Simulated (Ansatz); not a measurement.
# C₂H₃O₂S−: geometry and frequencies

The task, for C₂H₃O₂S−: geometry and frequencies. Charge -1.

Computed with Ansatz 0.2.0 (the levels named in each step, unless a step's input says otherwise).

### 1 The starting structure

Bond lengths: O1–C2 1.228 Å, C2–O3 1.245 Å, C2–C4 1.589 Å, C4–S5 1.799 Å, C4–H6 1.091 Å, C4–H7 1.093 Å, S5–H8 1.369 Å. Angles: O1–C2–O3 130.0°, O1–C2–C4 114.4°, O3–C2–C4 115.6°, C2–C4–S5 109.2°, C2–C4–H6 109.6°, C2–C4–H7 109.4°, S5–C4–H6 110.0°, S5–C4–H7 109.9°, H6–C4–H7 108.8°, C4–S5–H8 86.0°.

Structure file:

```xyz
8

O    -2.1872    0.0713    0.1669
C    -0.9908    0.3210    0.0497
O    -0.4124    1.4135   -0.0944
C    -0.0468   -0.9563    0.0897
S     1.6646   -0.4316   -0.0930
H    -0.1775   -1.4773    1.0395
H    -0.3177   -1.6336   -0.7245
H     1.1659    0.8415   -0.1697
```

### 2 A rough first relaxation, PBE-D4/def2-SVPD

File input.yaml:

```yaml
crystal:
  periodic: [false, false, false]
  atoms:
    - { symbol: O, position_ang: [-2.18716, 0.07132, 0.16687] }
    - { symbol: C, position_ang: [-0.99083, 0.321, 0.04967] }
    - { symbol: O, position_ang: [-0.41237, 1.41346, -0.09436] }
    - { symbol: C, position_ang: [-0.0468, -0.9563, 0.08972] }
    - { symbol: S, position_ang: [1.66465, -0.43156, -0.09304] }
    - { symbol: H, position_ang: [-0.17746, -1.47732, 1.03954] }
    - { symbol: H, position_ang: [-0.31768, -1.63363, -0.72454] }
    - { symbol: H, position_ang: [1.16586, 0.84151, -0.16966] }
total_charge: -1
basis:
  gaussian: { orbitals: def2-SVPD }
hamiltonian:
  xc: pbe
  dispersion: d4
relax:
  f_tol: 0.03
  max_steps: 200
```

Run with:

```sh
> ansatz run input.yaml --threads 4 --pin off --max-ram 10240MiB --backend cpu --events-out ev --progress --plain --runs-dir out
```

Further steps of the session: Relaxation, PBE0-D4/def2-TZVPPD; Frequencies, PBE0-D4/def2-TZVPPD.

What does the calculation give? Wanted: O1–C2 at PBE0-D4/def2-TZVPPD; C2–O3 at PBE0-D4/def2-TZVPPD; C2–C4 at PBE0-D4/def2-TZVPPD; frequencies at PBE0-D4/def2-TZVPPD.

As calculated:

| quantity | value |
| --- | --- |
| O1–C2 at PBE0-D4/def2-TZVPPD | 1.214 Å |
| C2–O3 at PBE0-D4/def2-TZVPPD | 1.318 Å |
| C2–C4 at PBE0-D4/def2-TZVPPD | 1.524 Å |
| frequencies at PBE0-D4/def2-TZVPPD | 94 to 3061 cm⁻¹ |

In words: No mode is imaginary, so the geometry is a minimum.
